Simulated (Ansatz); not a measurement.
Geometry optimisation, RKS B3LYP/def2-TZVP (Ansatz 0.2.0).

Input:

```yaml
crystal:
  periodic: [false, false, false]
  atoms:
    - { symbol: Al, position_ang: [-0.005079, 0.237105, -0.076894] }
    - { symbol: H, position_ang: [0.002631, 0.21687, 1.493981] }
    - { symbol: H, position_ang: [1.371877, 0.3277, -0.837952] }
    - { symbol: H, position_ang: [-1.390996, 0.284582, -0.825332] }
    - { symbol: F, position_ang: [0.080825, -2.346019, 1.204368] }
    - { symbol: H, position_ang: [0.068542, -1.618737, 1.783829] }
basis:
  gaussian: { orbitals: def2-TZVP }
hamiltonian:
  xc: b3lyp
relax:
  f_tol: 0.03
  max_steps: 50
```

Launched with:

```bash
$ ansatz run input.yaml --threads 2 --pin off --max-ram 3072MiB --backend cpu --events-out ev --progress --plain --runs-dir out
```

**Question.** Where does it end, and by what steps?

**Answer.** The forces met the threshold. After 11 steps the energy has fallen by 0.173 eV; F5 moved furthest, 0.58 Å.

```
step  energy less start (eV)  largest force component (eV/Å)  accepted
   0                  0.0000                           0.357       yes
   1                 -0.0426                           0.360       yes
   2                 -0.1142                           0.942       yes
   3                 -0.1544                           0.173       yes
   4                 -0.1625                           0.147       yes
   5                 -0.1637                           0.061       yes
   6                 -0.1648                           0.045       yes
   7                 -0.1682                           0.277       yes
   8                 -0.1708                           0.186       yes
   9                 -0.1716                           0.155       yes
  10                 -0.1722                           0.106       yes
  11                 -0.1725                           0.007       yes
```

```xyz
6
Properties=species:S:1:pos:R:3
Al 0.006 0.074 0.057
H 0.008 0.467 1.612
H 1.375 0.132 -0.730
H -1.376 0.065 -0.709
F 0.058 -1.931 0.800
H 0.057 -1.705 1.711
```

The run took 13 s on 2 threads of Arm Neoverse V1 (shared host), peak memory 0.13 GiB.
